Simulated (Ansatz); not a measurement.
Wavefunction ladder for CH$_{4}$S (`CS`)

| atom | x (Å) | y (Å) | z (Å) |
| --- | --- | --- | --- |
| C1 | -0.158 | 0.316 | -0.341 |
| S2 | -0.158 | -1.239 | 0.577 |
| H3 | -0.368 | 1.165 | 0.309 |
| H4 | -0.960 | 0.235 | -1.075 |
| H5 | 0.782 | 0.469 | -0.869 |
| H6 | 0.861 | -0.946 | 1.399 |

Charge 0, multiplicity 1. The geometry is a stationary point of PBE0-D4/def2-TZVP. Frozen core, restricted reference, the Gaussian-basis code of Ansatz. CBS rows extrapolate triple and quadruple zeta.

```
      basis     HF (Eh)  MP2 corr.  CCSD corr.       (T)  CCSD(T) total
   def2-SVP  -437.56663   -0.28342    -0.31836  -0.00812     -437.89311
 def2-TZVPP           ?   -0.36330    -0.39733  -0.01561              ?
 def2-QZVPP  -437.76589   -0.39067    -0.42021  -0.01779     -438.20389
  CBS(def2)  -437.76777   -0.41095    -0.43716  -0.01941     -438.22434
cc-pV(D+d)Z  -437.72967   -0.28730           ?  -0.00850              ?
cc-pV(T+d)Z  -437.75855   -0.36353    -0.39750  -0.01565     -438.17170
cc-pV(Q+d)Z  -437.76505   -0.39041    -0.42000         ?              ?
    CBS(cc)  -437.76701   -0.40955    -0.43602         ?              ?
```

**Question.** Fill in the withheld values. (An estimate is asked.)

**Answer.** Computed: def2-TZVPP HF (Eh): -437.75225; def2-TZVPP CCSD(T) total: -438.16519; cc-pV(D+d)Z CCSD corr.: -0.32343; cc-pV(D+d)Z CCSD(T) total: -438.06160; cc-pV(Q+d)Z (T): -0.01776; cc-pV(Q+d)Z CCSD(T) total: -438.20281; CBS(cc) (T): -0.01926; CBS(cc) CCSD(T) total: -438.22229.
